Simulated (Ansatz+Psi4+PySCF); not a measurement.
Values are calculated unless marked as measured or tabulated.
A run of Psi4 1.11 on singlet SiF2 at this shape:

```xyz
3

Si    0.0010    0.0022    0.0019
F    -1.2344   -1.0067    0.1568
F     0.5653   -0.4194   -1.4374
```

Its results:

```yaml
Converged: yes
Total_energy: -488.00265 hartree
Spin_squared_of_the_determinant: 0.000
Occupied_orbitals_by_symmetry_in_an_Abelian_subgroup_alpha;_beta: 13 Ap 3 App; 13 Ap 3 App
```

Which input gives this output? Name the method, the orbitals and the basis set, and write the input.

RHF in cc-pVTZ on F; cc-pV(T+d)Z on Si. An unrestricted run that stays on the closed shell gives the same numbers.

```
molecule {
0 1
Si 0.001000 0.002200 0.001900
F -1.234400 -1.006700 0.156800
F 0.565300 -0.419400 -1.437400
}

basis {
assign F cc-pVTZ
assign Si cc-pV(T+d)Z
}
set reference rhf
set scf_type pk
energy('scf')
```
